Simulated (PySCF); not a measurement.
## C4H6S: core ionisation energies

Species: C4H6S.
Geometry (GFN2-xTB, Å), atoms numbered from 1 in this order:
```
atom  x, y, z in Å
C1     1.926    0.346   -0.066
S2     0.823    0.079   -1.493
C3    -0.650   -0.148   -0.657
C4    -1.933   -0.378   -0.621
C5    -1.260   -0.197    0.713
H6     2.920    0.514   -0.467
H7     1.592    1.217    0.489
H8     1.919   -0.537    0.565
H9    -2.855   -0.562   -1.109
H10   -1.079   -1.058    1.350
H11   -1.400    0.726    1.269
```

Method: PySCF 2.14.0, delta-SCF UKS SCAN, pcX-2 on the ionised atom, pcseg-1 elsewhere, spin-free X2C. Vertical ΔSCF values, vacuum level as zero.

Problem. What binding energy does each computed site have?

Solution. 
```tsv
atom(s)	environment	level	binding energy (eV)	above the level's lowest (eV)	count
C1	S-methyl carbon	C 1s	291.41	+1.47	1
S2	sulfide sulfur	S 1s	2477.53	0.00	1
C3	fully substituted alkene carbon	C 1s	291.00	+1.06	1
C4	alkene CH carbon	C 1s	289.94	0.00	1
C5	allylic carbon	C 1s	290.75	+0.81	1
```

Lowest listed C 1s: C4, bonded to C (double bond), C and H. Highest, 1.47 eV above it: C1, bonded to S and 3 H. Summing the Pauling electronegativity differences to the bonded atoms, each weighted by its formal bond order, gives -0.35 for the lowest site and -1.02 for the highest; the largest sum, +0.03, belongs to C3, 0.41 eV below the top. The smallest sum, -1.02, belongs to C1, 1.47 eV above the lowest.

Problem. Express the binding energy of C 1s of C1 in atomic units and per mole.

Solution. 291.41 eV = 10.7091 Eh = 28117 kJ/mol.

Not every level is listed. The unrestricted hole states depart most from a pure doublet (⟨S²⟩ = 0.75; over 0.85 named) for C 1s of C3 (0.87), which makes this value less certain. Geometry: GFN2-xTB, one conformer, isolated molecule.
